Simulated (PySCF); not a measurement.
Two-dimensional NMR puzzle

Compound of formula C5H12O. Correlations simulated from computed shifts and couplings:

HSQC (one-bond C–H):
```tsv
δH	δC	¹J(C,H) (Hz)
3.45	51.6	144
1.20	28.8	132
```

HMBC (two and three bonds, |J| ≥ 2.5 Hz):
```tsv
δH	δC [abs. J in Hz]
3.45	74.7 [4.7]
1.20	74.7 [3.5], 28.8 [4.3]
```

Carbons without hydrogens: δ 74.7.

[PySCF 2.14: shieldings: GIAO PBE0/pcSseg-1; couplings computed with B3LYP/pcJ-1 (without the spin–dipole term); coordinates at the GFN2-xTB level; non-relativistic Hamiltonian; a single conformation; gas phase; fast rotation and ring inversion assumed for equivalent nuclei]

Shifts are taken against calculated references (same method and geometry level): ¹H (31.72 ppm) and ¹³C (186.93 ppm) vs TMS.

Exchangeable hydrogens are left out of these lists, and C,H couplings along chains are those of one rotamer, so weak HMBC peaks may be missing or extra.

Assemble the structure.

Results:

tert-butyl methyl ether.

Atoms are numbered as in `[CH3:1][O:2][C:3]([CH3:4])([CH3:5])[CH3:6]`. Hydrogens are named by the atom that carries them.

- δC 74.7 is C3, a fully substituted sp3 carbon bonded to O.
- δC 51.6 is C1, a methyl carbon bonded to O (δH 3.45).
- δC 28.8 is C4/C5/C6, a methyl carbon (δH 1.20).
- HMBC from δH 3.45 reaches the proton-free carbon C3.
- HMBC from δH 1.20 reaches the proton-free carbon C3.

This is the structure that produced the data.

Shifts are as computed. Against solution values, carbons near 30 ppm lie about +3 ppm off and those near 130 ppm about +5 ppm. Of 1211 compounds with measured shifts, 218 miss one by over three times the rms of a fit or turn the order of signals round; such compounds aren't used in these exercises.
